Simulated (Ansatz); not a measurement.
**Structure relaxation of Cd2O3**

Level of theory: Ansatz, DFT r2SCAN, scalar-relativistic, plane waves, PAW. Cutoff 500 eV, Γ-centred k mesh, Gaussian smearing, no spin polarisation in the final step.

Cd2O3 was placed on the sites of a reported La2O3 cell (P321, No. 150), with Cd in place of La, at a guessed volume.

```yaml
crystal:
  lattice:
    - [3.66153, 0.00000, 0.00000]
    - [-1.83077, 3.17098, 0.00000]
    - [0.00000, 0.00000, 5.70193]
  atoms:
    - { symbol: Cd, position: [0.33333, 0.66667, 0.25000] }
    - { symbol: Cd, position: [0.66667, 0.33333, 0.75000] }
    - { symbol: O, position: [0.25000, 0.25000, 0.00000] }
    - { symbol: O, position: [0.75000, 0.00000, 0.00000] }
    - { symbol: O, position: [0.00000, 0.75000, 0.00000] }
```

Steps on the 6×6×4 mesh (5 atoms). 12 of 31 steps are shown, and the free energy counts from the last. Trial steps that were taken back and renewals of the plane-wave basis can be among the rows.

```tsv
step	ΔF (meV/atom)	V (Å³/atom)	P (GPa)	largest force component (eV/Å)
1	1742.0	13.24	53.03	7.944
4	890.9	15.14	0.37	0.519
6	871.0	15.28	-1.36	0.434
9	708.6	14.79	-0.84	0.300
12	501.9	12.52	6.05	1.684
15	352.6	12.14	0.53	0.535
17	339.4	12.23	-0.12	0.008
20	162.6	13.36	4.88	0.301
23	35.9	16.72	-2.81	0.169
26	23.2	16.88	-0.74	0.009
28	3.5	16.76	1.42	0.001
31	0.0	17.16	0.01	0.000
```

A final relaxation ran on a 9×9×12 mesh. The relaxed crystal, P6/mmm (No. 191):

Space group P6/mmm (No. 191). a = 5.731 Å, b = 5.731 Å, c = 2.997 Å, α = 90.00°, β = 90.00°, γ = 120.00°
```csv
atom,site,symmetry,x,y,z
Cd,2d,-6m2,0.3333,0.6667,0.5000
O,3f,mmm,0.5000,0.5000,0.0000
```

| Item | Value |
| --- | --- |
| Volume per atom | 17.05 Å³ |
| Density | 5.32 g/cm³ |
| Energy over the elements | -0.40 eV/atom |
| Gap on the 9×9×12 mesh | 0 eV (a metal) |

Energies over the elements count from the elements' standard structures at the same level (O₂ as a molecule), with no empirical corrections.

The final run used a 9×9×12 mesh on its 5-atom cell and 0.10 eV smearing. The k mesh leaves about 4 meV/atom of noise in metals.

A structure relaxed within its symmetry needn't be a true minimum.